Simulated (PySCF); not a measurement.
# Ionisation energy of Be by level of theory

Be [He] 2s2 (1S) → Be+ [He] 2s1 (2S), as a difference of total energies. All numbers are calculated (PySCF 2.14, scalar relativity by spin-free X2C-1e, in cc-pVTZ-DK). Correlated levels: valence: 1s2 frozen. The calculations carry no spin-orbit coupling.

| method | ionisation energy (eV) |
| --- | --- |
| UHF | 8.046 |
| LDA | 9.024 |
| M06-L | 8.910 |
| SCS-MP2 (valence) | 8.966 |

Problem. Estimate what MP2 (valence) gives.

Solution. 8.812 eV, closest to M06-L among the rows shown.

Problem. Estimate what CCSD (valence) gives.

Solution. 9.285 eV, closest to LDA among the rows shown.

Errors of the correlated levels include the incompleteness of this basis and the frozen core.

With two correlated electrons CCSD is exact in that space.

For comparison: 9.323 eV (measured; NIST Atomic Spectra Database, ionization energies).
